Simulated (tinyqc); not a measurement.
Worked calculation: extended Hueckel theory, for HF. Computed by tinyqc, a small Python program that keeps every step (integrals from PySCF). Settings: charge = 0, K = 1.5, multiplicity = 1. Command: `OMP_NUM_THREADS=1 python tinyqc.py 21931 21932 out.jsonl` (the two numbers bound the seeds that draw the settings). One thread of a shared host (Intel(R) Xeon(R) Processor @ 2.60GHz), about 0.01 s of CPU time with the checks.

## Overlaps

Geometry (angstrom):
```
atom       x       y       z
F     0.0000  0.0000  0.0000
H     0.0000  0.0000  0.9530
```

Parameters chosen for this run:
```
element  shell  Slater exponent  H_ii (eV)
H           1s           1.3000   -13.6000
F           2s           2.4250   -40.0000
F           2p           2.4250   -18.1000
```

Slater orbitals, each expanded in six Gaussians scaled to its exponent.

overlap S, order 1F 2s, 1F 2px, 1F 2py, 1F 2pz, 2H 1s:
```
[[1.0000, 0.0000, 0.0000, 0.0000, 0.4387],
 [0.0000, 1.0000, 0.0000, 0.0000, 0.0000],
 [0.0000, 0.0000, 1.0000, 0.0000, 0.0000],
 [0.0000, 0.0000, 0.0000, 1.0000, 0.3648],
 [0.4387, 0.0000, 0.0000, 0.3648, 1.0000]]
```

## Wolfsberg-Helmholz matrix

diagonal H_ii (eV): [-40.0000, -18.1000, -18.1000, -18.1000, -13.6000]

K = 1.5000

H_ij = K' S_ij (H_ii + H_jj)/2 for i != j (the diagonal keeps H_ii), with K' = 1.5.

H (eV), order 1F 2s, 1F 2px, 1F 2py, 1F 2pz, 2H 1s:
```
[[-40.0000, 0.0000, 0.0000, 0.0000, -17.6339],
 [0.0000, -18.1000, 0.0000, 0.0000, 0.0000],
 [0.0000, 0.0000, -18.1000, 0.0000, 0.0000],
 [0.0000, 0.0000, 0.0000, -18.1000, -8.6720],
 [-17.6339, 0.0000, 0.0000, -8.6720, -13.6000]]
```

## Orbitals

valence electrons = 8

Solve H C = S C e through S^(-1/2); fill by pairs from the bottom, a degenerate level sharing its electrons equally; each orbital has its largest coefficient positive (the first on a tie).

orbital energies (eV): [-40.0003, -18.5052, -18.1000, -18.1000, -2.4233]

occupations: [2.0000, 2.0000, 2.0000, 2.0000, 0.0000]

coefficients, order 1F 2s, 1F 2px, 1F 2py, 1F 2pz, 2H 1s:
```
[[0.9984, -0.0856, 0.0000, 0.0000, -0.5301],
 [0.0000, 0.0000, 0.2550, 0.9669, 0.0000],
 [0.0000, 0.0000, 0.9669, -0.2550, 0.0000],
 [-0.0010, 0.9168, 0.0000, 0.0000, -0.5972],
 [0.0035, 0.1933, 0.0000, 0.0000, 1.2021]]
```

sum of one-electron energies = -189.4110 eV

Within a degenerate level the vectors are fixed only up to a rotation; this is one choice.

## Mulliken analysis

P = C n C^T; charge = valence electrons (H 1, F 7) minus the sum of (P S)_ii on the atom; overlap population = 2 sum P_ij S_ij between two atoms.

charges: [-0.8074, 0.8074]

Overlap populations:
```
pair     value
2-1   0.235684
```
